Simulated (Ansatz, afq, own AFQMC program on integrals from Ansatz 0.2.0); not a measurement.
## GeNH, singlet: AFQMC among the cluster methods

```xyz
3

Ge    0.0000    0.0000    1.2296
N     0.0000    0.0000   -0.1134
H     0.0000    0.0000   -1.1161
```

Connectivity, by distances: Ge–NH.

Basis cc-pVDZ. Only valence electrons are correlated. Ansatz 0.2.0 and our own AFQMC program on the same integrals; the CISD trial comes from CCSD amplitudes, and released means the phaseless constraint is let go. Free projection: walkers drawn from exp(T), propagated without any constraint. Its projection time is finite, and what remains of the start isn't in its error. Uncertainties: one standard error, sampling alone. No spin–orbit coupling.

Determinant: RHF, the one that the program's search chose, which needn't be the lowest solution. The geometry is a point of a scan.

No full CI on the walks' own integrals is used here; CCSDT(Q) serves as the reference and is uncertain by about the last step of the cluster series.

Cautions: no relativity below Rb; no spin-orbit coupling; inner d shell frozen.

The T1 diagnostic is 0.0170 and the weight of the determinant in the CISD state is 0.891. The size of the correlated space is 10 electrons in 31 orbitals.

```tsv
level	correlation energy (eV)
MP2	-6.3608
CCSD	-6.7473
CCSD(T)	-6.9727
```

Question: Estimate where phaseless AFQMC with a CISD trial lies against CCSD(T) on the same integrals.

Answer: 4.5 ± 1.5 kJ/mol below CCSD(T).

Reference: CCSDT(Q), correlation energy -7.011 eV. The released energy is read at 2.40 1/Eh (meV from the phaseless value at times in 1/Eh: -5 ± 18 at 0.24, -9 ± 11 at 0.51, -7 ± 14 at 0.99, -3 ± 12 at 1.62, -19 ± 14 at 2.40).

| level | E − E(reference) (kJ/mol) | share of correlation (%) |
| --- | --- | --- |
| CCSD(T) | 3.7 | 99.45 |
| CCSDT | 2.5 | 99.63 |
| ph-AFQMC/HF | 1.4 ± 7.8 | 99.80 |
| ph-AFQMC/CISD | -0.7 ± 1.5 | 100.11 |
| released AFQMC | -2.5 ± 1.3 | 100.38 |
| free AFQMC | 0.9 ± 1.3 | 99.87 |

Free projections are given only where their last times agree within the noise and don't stop above the reference; a slow remainder of the start can still hide under it. A walk keeps the symmetry of its determinant, which the program's search chose and which needn't be the lowest solution, so a lower state of the same spin and another symmetry isn't excluded. Released energies are given only where the last usable release times agree within the noise; a slower fall can still hide under it.
